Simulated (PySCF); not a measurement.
Gas-phase reaction: AlCl₃.NH₃ + AlH₂Cl = AlHCl₂ + AlCl₂NH₂ + 2 H

Method: PySCF energies plus ideal-gas RRHO corrections (1 bar). † marks an energy on the PBE0/def2-TZVP geometry and frequencies. Open shells (unrestricted): H (multiplicity 2); the rest are closed-shell singlets. Adducts (AlCl₃.NH₃) have no counterpoise correction, and HF, PBE, BLYP, B3LYP and PBE0 lack dispersion. AlH₂Cl, AlHCl₂, AlCl₂NH₂: computed as isolated molecules; such fragments, hydroxides, amides, oligomers or adducts are transient or little studied in the gas.

ωB97X-V/def2-TZVP† gives ΔH°(298 K) = 491 kJ.

Q: What do LDA/def2-TZVP†, PBE/def2-TZVP†, HF/def2-TZVP† give?

A: LDA/def2-TZVP†: 527 kJ; PBE/def2-TZVP†: 465 kJ; HF/def2-TZVP†: 386 kJ. For scale, ΔH°(298 K) is 491 kJ at this level, 491 kJ at ωB97M-V/def2-TZVP†, and runs from 386 to 543 kJ over the 19 levels computed.
